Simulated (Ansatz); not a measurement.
Consider the hydrogen abstraction from the Al–H bond: `[Cl][AlH][Cl]` + F• → `[Cl][Al][Cl]`• + H–F.

Isolated molecules relaxed with PBE0-D4/def2-TZVP in Ansatz; ΔE leaves out vibrations. CBS: MP2 limit from def2 TZ/QZ plus the TZ coupled-cluster correction, frozen cores. This one scheme is used for every species, atoms too. Functionals use def2-TZVPP. HSE06 is defined as in plane-wave codes. Open shells (•) are unrestricted, without spin–orbit coupling. Spin–orbit coupling would lower the free atoms: a little for F.

| level | ΔE (eV) | difference from CCSD(T)/CBS |
| --- | --- | --- |
| PBE-D4 | -2.60 | -0.26 |
| revPBE-D4 | -2.47 | -0.13 |
| PBE-QIDH | -2.25 | 0.09 |
| BLYP | -2.45 | -0.11 |
| r2SCAN | -2.36 | -0.02 |
| HSE06 | -2.34 | 0.00 |
| RPA@PBE/def2-TZVPP | -1.92 | 0.42 |
| HF/def2-SVP | -1.05 | 1.29 |
| MP2/def2-TZVPP | -2.53 | -0.19 |
| MP2/def2-QZVPP | -2.61 | -0.27 |
| CCSD(T)/CBS | -2.34 | 0 |

Largest T1 diagnostic among the species: 0.012.

In def2-TZVPP, CCSD(T) changes the Hartree–Fock value by −0.97 eV (the triples alone add −0.08 eV) and MP2 by −1.30 eV. From PBE to PBE0 (25 % exact exchange), in def2-TZVPP and without D4, ΔE moves by +0.27 eV. At CCSD(T), def2-SVP lies +0.47 eV from the extrapolated value and def2-TZVPP +0.13 eV.

CCSD(T)/CBS has its own doubt, a few kJ/mol and more with outer-core shells, so smaller differences from it don't rank the levels.
